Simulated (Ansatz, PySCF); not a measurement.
Potential energy curve for SMILES CCl (CH3Cl), singlet. The C1–H5 bond (C1 also carries Cl, H, H; H5 carries nothing else) is stretched with both fragments frozen at the PBE0/def2-TZVP optimised geometry.

Levels: RKS-PBE = restricted PBE/cc-pVDZ in Ansatz (a quantum-chemistry and plane-wave program); UKS-PBE = Ansatz with unrestricted PBE/cc-pVDZ; UKS-TPSSh = unrestricted TPSSh/cc-pVDZ (PySCF); UCCSD(T) = CCSD(T) on UHF/cc-pVDZ, 6 core orbitals frozen (PySCF).

Energies relative to the lowest point of each curve near equilibrium, in kcal/mol; the last columns give the difference from UCCSD(T):

```tsv
R / Å	RKS-PBE	UKS-PBE	UKS-TPSSh	UCCSD(T)	RKS-PBE − UCCSD(T)	UKS-PBE − UCCSD(T)	UKS-TPSSh − UCCSD(T)
0.88	30.3	30.3	29.0	30.5	-0.2	-0.2	-1.5
0.92	18.7	18.7	17.6	18.7	0.0	0.0	-1.1
0.99	6.2	6.2	5.6	6.1	0.1	0.1	-0.5
1.01	4.0	4.0	3.5	3.9	0.1	0.1	-0.4
1.06	0.8	0.8	0.6	0.7	0.1	0.1	-0.1
1.09	0.0	0.0	0.0	0.0	0.0	0.0	0.0
1.12	0.0	0.0	0.2	0.1	-0.1	-0.1	0.1
1.16	0.9	0.9	1.3	1.1	-0.2	-0.2	0.2
1.20	2.7	2.7	3.3	3.1	-0.4	-0.4	0.2
1.25	5.9	5.9	6.8	6.5	-0.6	-0.6	0.3
1.36	15.1	15.1	16.7	16.4	-1.3	-1.3	0.3
1.48	26.9	26.9	29.2	28.9	-1.9	-1.9	0.3
1.61	40.2	40.2	43.2	42.6	-2.4	-2.4	0.6
1.79	57.4	57.4	61.5	60.5	-3.1	-3.1	0.9
1.97	72.6	72.6	77.7	75.7	-3.0	-3.0	2.0
2.19	88.2	88.1	90.5	90.1	-1.9	-2.0	0.4
2.39	99.7	96.8	97.4	99.0	0.7	-2.2	-1.6
2.66	111.8	102.5	103.0	104.7	7.1	-2.2	-1.8
2.95	121.3	105.1	106.2	106.7	14.6	-1.6	-0.5
3.26	128.6	106.2	108.0	107.4	21.2	-1.1	0.6
3.85	136.8	106.9	109.3	107.7	29.1	-0.8	1.6
```

RKS-PBE is furthest from UCCSD(T) at 3.85 (29.1 kcal/mol, above); its mean absolute difference over the points is 4.2 kcal/mol.

UKS-PBE is furthest from UCCSD(T) at 1.79 (-3.1 kcal/mol, below); its mean absolute difference over the points is 1.1 kcal/mol.

UKS-TPSSh is furthest from UCCSD(T) at 1.97 (2.0 kcal/mol, above); its mean absolute difference over the points is 0.7 kcal/mol.

The restricted form behind RKS-PBE keeps the bonding electrons paired and can't separate into open-shell fragments. The unrestricted determinant behind UKS-PBE is spin-contaminated at 2.19 to 3.85 Å (<S²> up to 1.0, against 0.00 for a pure singlet). The unrestricted determinant behind UKS-TPSSh is spin-contaminated at 1.97 to 3.85 Å (<S²> up to 1.0, against 0.00 for a pure singlet). The unrestricted determinant behind UCCSD(T) is spin-contaminated at 1.79 to 3.85 Å (<S²> up to 1.0, against 0.00 for a pure singlet).
